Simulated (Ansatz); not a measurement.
The same path of H$_{2}$NSSi (5 atoms, charge 0, multiplicity 2) was run twice with different band settings. The coordinate that changes most is the dihedral H4–N1–Si2–H5.

All numbers below come from UKS B3LYP-D4/def2-SVP in Ansatz.

Relaxed end points:

```xyz
5
Properties=species:S:1:pos:R:3
N -1.274 -0.026 0.076
Si 0.414 0.055 0.104
S 1.375 0.690 1.739
H -1.682 -0.364 -0.806
H 1.168 -0.356 -1.113
```

```xyz
5
Properties=species:S:1:pos:R:3
N -1.049 0.103 -0.652
Si 0.500 -0.073 -0.039
S 0.936 0.374 1.854
H -1.878 -0.034 -0.068
H 1.491 -0.370 -1.096
```

Common settings: movable images 7; climbing image yes; optimiser quadratic models (default); start path IDPP; force threshold 0.05 eV/Å; end points relaxed.

| run | spring | iteration limit |
| --- | --- | --- |
| 1 | 5.0 eV/Å² | 57 |
| 2 | 0.1 eV/Å² | 60 |

Question: What does each run give, and how far can it be trusted?

Answer: Run 1: converged after 9 iterations, highest image 0.022 eV above the first end. A vibrational analysis at the climbing image gives one clearly imaginary mode, 275i cm⁻¹: a first-order saddle point.
Run 2: converged after 9 iterations, highest image 0.022 eV above the first end. Another band between the same ends (7 images) ends at a top of the same energy, where a vibrational analysis finds 1 clearly imaginary mode.
